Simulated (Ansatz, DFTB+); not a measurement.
**Loss of CH4: C3H5O → C2HO + CH4**

Species: C3H5O `C=CC[O]`, doublet; C2HO (ethynyloxy radical) `C#C[O]`, doublet; CH4 (methane) `C`, singlet. This is a balance of energies; it says nothing on the path, which may need atoms to shift.

Shapes, held fixed at every level: PBE0-D4/def2-TZVP. Flexible molecules stand in one conformer, not always the lowest. Programs: Ansatz 0.2.0, DFTB+ 25.1. The zero-point and thermal change to 298 K, harmonic and unscaled (PBE0-D4/def2-TZVP), is -11.8 kJ/mol.

```json
{"level": "MP2/def2-SVP", "kind": "perturbation theory", "ΔH(298 K) (kJ/mol)": "-9.7", "less CCSD(T)/CBS estimate": "-16.9", "CPU time (sum over the molecules)": "–"}
{"level": "DFTB2", "kind": "semi-empirical", "ΔH(298 K) (kJ/mol)": "-34.6", "less CCSD(T)/CBS estimate": "-41.8", "CPU time (sum over the molecules)": "0.27 s"}
{"level": "B3LYP-D4/def2-TZVPP", "kind": "global hybrid", "ΔH(298 K) (kJ/mol)": "-2.9", "less CCSD(T)/CBS estimate": "-10.1", "CPU time (sum over the molecules)": "41 s"}
{"level": "PBE0-D4/def2-TZVPP", "kind": "global hybrid", "ΔH(298 K) (kJ/mol)": "+16.3", "less CCSD(T)/CBS estimate": "+9.1", "CPU time (sum over the molecules)": "35 s"}
{"level": "wB97M-V/def2-TZVPP", "kind": "range-separated hybrid", "ΔH(298 K) (kJ/mol)": "+7.6", "less CCSD(T)/CBS estimate": "+0.4", "CPU time (sum over the molecules)": "2.4 min"}
{"level": "wB97X-V/def2-TZVPP", "kind": "range-separated hybrid", "ΔH(298 K) (kJ/mol)": "+16.5", "less CCSD(T)/CBS estimate": "+9.3", "CPU time (sum over the molecules)": "90 s"}
{"level": "B2PLYP/def2-TZVPP", "kind": "double hybrid", "ΔH(298 K) (kJ/mol)": "-11.8", "less CCSD(T)/CBS estimate": "-19.0", "CPU time (sum over the molecules)": "44 s"}
{"level": "CCSD(T)/def2-TZVPP", "kind": "coupled cluster or CI", "ΔH(298 K) (kJ/mol)": "+5.5", "less CCSD(T)/CBS estimate": "-1.7", "CPU time (sum over the molecules)": "12 min"}
{"level": "CCSD(T)/CBS estimate", "kind": "coupled cluster or CI", "ΔH(298 K) (kJ/mol)": "+7.2", "less CCSD(T)/CBS estimate": "0.0", "CPU time (sum over the molecules)": "18 min"}
```

The highest level, CCSD(T)/CBS estimate, gives ΔH(298 K) = +7.2 kJ/mol; the levels span -34.6 to +16.5. They disagree on the sign: 5 of 9 are positive. The column of differences is taken from that level and isn't an error. No measured value is set beside it here. Spin contamination: C2HO (⟨S²⟩ up to 0.81). Open shells run unrestricted. The CBS estimate extrapolates MP2 from def2-TZVPP and def2-QZVPP and adds CCSD(T) − MP2 in the triple-zeta set, cores frozen. Times are processor times on shared x86 and Arm servers, and rough.
